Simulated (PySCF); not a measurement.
**Question.** Write Cartesian coordinates for InChI=1S/C4H4S/c1-2-4-5-3-1/h1-4H as optimised with CAM-B3LYP/6-31+G*.

**Answer.** 
```xyz
9
C4H4S angstrom
C     -0.751   -0.693   -0.029
C      0.675   -0.766   -0.029
C      1.260    0.466   -0.013
S      0.087    1.729    0.002
C     -1.208    0.592   -0.013
H     -1.404   -1.559   -0.041
H      1.235   -1.694   -0.041
H      2.316    0.702   -0.010
H     -2.234    0.934   -0.009
```

Any rigid rotation of these coordinates is as good. Atoms count from 1 in this order. S4 (thiophene-type sulfur) is bent (angle 91.6°). The 5-membered ring C1–C2–C3–S4–C5 has internal angles of 91.6° to 112.5°; it is planar, 0.00 Å rms from its mean plane, widest ring torsion 0°. The 5 heavy atoms lie in one plane (0.000 Å rms). The C–C distances run from 1.364 Å (C1–C5, aromatic) to 1.429 Å (C1–C2, aromatic), a spread of 0.065 Å.

Bonds between heavy atoms (Å): C1–C2 1.429, C2–C3 1.364, C3–S4 1.723, S4–C5 1.723, C1–C5 1.364.

Computed, not measured: CAM-B3LYP/6-31+G* geometry optimisation, gas phase (PySCF 2.14.0).

Point group: C2v (every atom within 0.08 Å of its image). Stationary, but not proved a minimum.

Time: 15 s wall; peak memory 0.50 GiB. Hardware: an Arm Neoverse V1 with one thread, shared host with 32 logical CPUs at a one-minute load of 7.3. These figures are those of the optimisation.
